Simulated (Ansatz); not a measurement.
A made-up structure of CH3OS, doublet:

O1  (-0.005, 1.728, -0.249)
C2  (0.297, 0.026, 0.163)
S3  (-0.438, -0.933, -0.532)
H4  (-1.708, -0.472, -0.683)
H5  (1.357, -0.193, 0.004)
H6  (0.125, -0.020, 1.253)
(Å)

It is relaxed with PBE-D4/def2-SVP and then PBE0-D4/def2-TZVP (Ansatz 0.2.0). Atoms count as bonded within 1.22 times the sum of their covalent radii (H–H: 0.88 Å). The end point is not checked to be a true minimum.

Question: Does its bonding change? (A judgement: the text doesn't fix the answer.)

Answer: By the calculation: Yes. Formed: O1–C2; broken: none.

Where it ends: The first stage lowers the energy by 5.04 eV in 12 steps. It ends as CH₃OS ([O][CH2][SH]):
```
6
angstrom
O 0.1784 1.5077 -0.1329
C 0.3358 0.2137 0.1526
S -0.5558 -1.0184 -0.8589
H -1.7849 -0.5844 -0.5395
H 1.4015 -0.0695 0.1193
H 0.0533 0.0860 1.2151
```

Labels in which every atom is bracketed show which atoms are joined, not bond orders.

For scale, one of the runs: PBE0-D4/def2-TZVP relaxation, 117 basis functions, launched by `ansatz run in.yaml --threads 2 --pin off --events-out ev --progress --plain --max-ram 4352MiB`. The run took about 87 s on 2 CPU threads of an Arm Neoverse V2 (shared host).
